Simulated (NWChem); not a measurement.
# Dipole moment of hydrogen isocyanide (CHN)

```
N
C 1 1.1842
H 1 1.0125 2 180.00
```
Charge 0, spin multiplicity 1.

Everything below was run with NWChem. All single points use one geometry, from PBE/def2-SVP, a minimum by its harmonic frequencies.

Basis set: Sadlej pVTZ. The CCSD dipole comes from the Λ equations, without orbital relaxation.

The correlated methods keep 2 core orbitals frozen. B3LYP has NWChem's definition, with VWN1-RPA local correlation. No row is a measurement; the coupled-cluster row has its own basis-set and correlation limits.

Problem. Order these methods by the dipole moment they give, lowest first: HF, B3LYP, LDA (SVWN5).

Solution. HF (2.85 D), B3LYP (3.02 D), LDA (SVWN5) (3.15 D)
